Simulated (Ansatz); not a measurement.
Basis-set extrapolation for `B` (PBE0-D4/def2-TZVP geometry, frozen core, the Gaussian-basis code of Ansatz). Multiplicity 1, RHF reference.

```json
{"": "HF", "def2-TZVPP": "-26.400651", "def2-QZVPP": "-26.402316"}
{"": "MP2 correlation", "def2-TZVPP": "-0.113284", "def2-QZVPP": "-0.120061"}
{"": "CCSD(T) correlation", "def2-TZVPP": "-0.137662", "def2-QZVPP": "-0.142744"}
```

Energies in hartree. Use E(X) = E(∞) + A·exp(−7.88·√X) for Hartree–Fock and E(X) = E(∞) + B·X^(−2.97) for correlation, with X = 3 and 4.

Q: What is the CCSD(T) energy at the basis-set limit?

A: HF limit: -26.402316 + (-0.001665) × 0.13774 = -26.40255. Correlation limit: -0.142744 + (-0.005082) × 0.74074 = -0.14651. Total: -26.54906 hartree, 0.29 eV below CCSD(T)/def2-TZVPP.
